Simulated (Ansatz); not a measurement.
**SbH₂⁻, singlet: vertical spin and charge gaps**

Geometry (PBE0/def2-TZVPD stationary point for this spin, not checked as a minimum):

```yaml
atoms:
  - { symbol: Sb, position_ang: [0.0000, -0.0198, 0.0000] }
  - { symbol: H, position_ang: [0.0000, 1.1955, 1.2291] }
  - { symbol: H, position_ang: [0.0000, 1.1955, -1.2291] }
```

Basis def2-TZVPD with its core potentials; Ansatz 0.2.0. Correlated methods freeze the noble-gas cores and the filled d shells of p-block atoms. R marks a restricted (for open shells ROHF) determinant, U an unrestricted one. Active spaces: valence = (8e, 6o) chosen from the atoms' valence shells. No spin–orbit coupling is included; scalar relativity enters through the core potentials alone.

Gaps are energies of the second state less the first, at fixed atoms, for a selection of the levels run; each method lands on the state that its own search finds for that charge and spin.

The highest occupied Kohn–Sham level of the anion is positive, up to +1.53 eV, so in those functionals the extra electron is held by the basis alone, which enters their differences from the reference.

Removing an electron, to the doublet: 1.148 eV at UCCSDT(Q).

```tsv
level	gap (eV)	error (meV)
UHF	0.303	-845
UMP2	1.098	-50
UCCSD	1.087	-61
UCCSD(T)	1.143	-5
BCCD(T)	1.149	1
UCCSDT	1.143	-5
CASSCF (valence space)	0.322	-826
NEVPT2 (valence space)	0.854	-294
MRCISD (valence space)	1.014	-134
MRCISD+Q (valence space)	1.129	-19
PBE	1.204	56
r2SCAN	1.166	18
PBE0	1.196	48
B3LYP	1.278	130
wB97M-V	1.219	71
B2PLYP	1.172	24
RPA-PBE	1.354	206
```

Functionals correlate the shells that the reference freezes, so part of their error here is the reference's.

Full CI isn't at hand for all of this; UCCSDT(Q) serves as the reference, and is uncertain by the last step of the cluster series or more. The frozen core follows each run's orbitals, which can shift R against U totals by a few meV for light atoms and by up to 0.1 eV past Ca.
